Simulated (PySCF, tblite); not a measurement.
Isomers of C4H9S (doublet state). Calculated harmonic vibrations of the isolated species, GFN2-xTB (tblite), most abundant isotopes, no scaling. The method is semi-empirical: single wavenumbers can be off by several per cent or more. Modes of hydrogen on sulfur can be 10 to 20 % off. One conformer each. Open shells enter through the occupations alone, without spin polarisation, and single modes of such species can be off by tens of per cent.

Electronic energies: B3LYP/pcH-1 single points on the GFN2-xTB geometries (PySCF, gas phase).

```tsv
SMILES	electronic energy, lowest = 0 (kJ/mol)
C[CH]SCC	12.4
CS[C](C)C	3.0
[CH2]CSCC	42.2
CC[C](C)S	0.0
```

How do GFN2-xTB zero-point energies change the relative energies?

```
   SMILES  ZPE (kJ/mol)  of it from modes above 1550 cm⁻¹  electronic (kJ/mol)  with ZPE, lowest = 0 (kJ/mol)  lowest mode (cm⁻¹)  rings
CC[C](C)S         303.7                             157.2                  0.0                            0.0                  67      0
CS[C](C)C         305.5                             161.4                  3.0                            4.9                  28      0
 C[CH]SCC         307.2                             162.2                 12.4                           15.9                  30      0
[CH2]CSCC         304.6                             163.9                 42.2                           43.2                  18      0
```

The zero-point energies span 3.5 kJ/mol, from `CC[C](C)S` to `C[CH]SCC`. The order is unchanged.

And how do the electronic energies of GFN2-xTB itself compare?

`CC[C](C)S` 0.0; `CS[C](C)C` 17.0; `C[CH]SCC` 26.8; `[CH2]CSCC` 68.0 kJ/mol, lowest = 0. Against the energies above, taken from the same isomer `CC[C](C)S`, the largest difference is 25.8 kJ/mol.

What do entropy and thermal enthalpy add at 298.15 K and 1 bar (rigid rotor, harmonic oscillator, one conformer each)?

| SMILES | point group | symmetry number | S (J/(mol K)) | H − H(0) (kJ/mol) | ZPE + H − H(0) − TS (kJ/mol) |
| --- | --- | --- | --- | --- | --- |
| CC[C](C)S | C1 | 1 | 361.0 | 22.49 | 218.5 |
| CS[C](C)C | C1 | 1 | 376.6 | 23.75 | 217.0 |
| C[CH]SCC | C1 | 1 | 370.7 | 22.87 | 219.6 |

S holds R ln(2S + 1) for the spin.

Not tabulated: `[CH2]CSCC` (lowest mode only 18 cm⁻¹).
